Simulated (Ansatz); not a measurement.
# FH5NSi: the cost of one run

Method: single points in def2-TZVPP; program: Ansatz 0.2.0, Gaussian basis.

Correlated methods freeze the cores.

1 further run of the same task is left out (it didn't finish).

**1. The starting structure**

SMILES `[NH3+][SiH2]F`, 8 atoms, charge 1, spin multiplicity 1.

Atoms are counted from 1 here; the program's logs count them from 0.

Bond lengths: N1–Si2 1.895 Å, N1–H4 0.982 Å, N1–H5 1.075 Å, N1–H6 1.013 Å, Si2–F3 1.577 Å, Si2–H7 1.525 Å, Si2–H8 1.449 Å. Angles: Si2–N1–H4 113.6°, Si2–N1–H5 111.4°, Si2–N1–H6 106.2°, H4–N1–H5 101.8°, H4–N1–H6 113.0°, H5–N1–H6 111.0°, N1–Si2–F3 106.6°, N1–Si2–H7 105.0°, N1–Si2–H8 104.8°, F3–Si2–H7 111.6°, F3–Si2–H8 107.9°, H7–Si2–H8 119.9°.

As a file:

```xyz
8

N    -0.6127    0.6278   -0.4107
Si    0.5049   -0.5686    0.5440
F     1.4951   -1.1974   -0.5105
H    -0.9807    0.2476   -1.2383
H    -0.0585    1.4695   -0.7842
H    -1.3287    0.9256    0.2404
H     1.2408    0.3019    1.5564
H    -0.3824   -1.6178    1.0032
```

**2. PBE-D4/def2-TZVPP**

run/in.yaml reads:

```yaml
crystal:
  periodic: [false, false, false]
  atoms:
    - {symbol: N, position_ang: [-0.612668, 0.627812, -0.410741]}
    - {symbol: Si, position_ang: [0.504931, -0.568618, 0.544049]}
    - {symbol: F, position_ang: [1.495055, -1.197411, -0.510534]}
    - {symbol: H, position_ang: [-0.980728, 0.247563, -1.238317]}
    - {symbol: H, position_ang: [-0.058477, 1.469508, -0.784152]}
    - {symbol: H, position_ang: [-1.328699, 0.925607, 0.240370]}
    - {symbol: H, position_ang: [1.240816, 0.301926, 1.556429]}
    - {symbol: H, position_ang: [-0.382397, -1.617762, 1.003163]}
basis:
  gaussian: {orbitals: def2-TZVPP}
total_charge: 1
hamiltonian: {xc: pbe, dispersion: d4}
output: {forces: true}
```

Run with:

```sh
> ansatz run in.yaml --threads 2 --pin off --events-out ev --progress --plain --max-ram 3481MiB
```

Q: Estimate wall time and peak memory on 2 threads of Intel Xeon 6975P-C, shared host.

About 1.1 s, with a peak of 0.18 GiB.
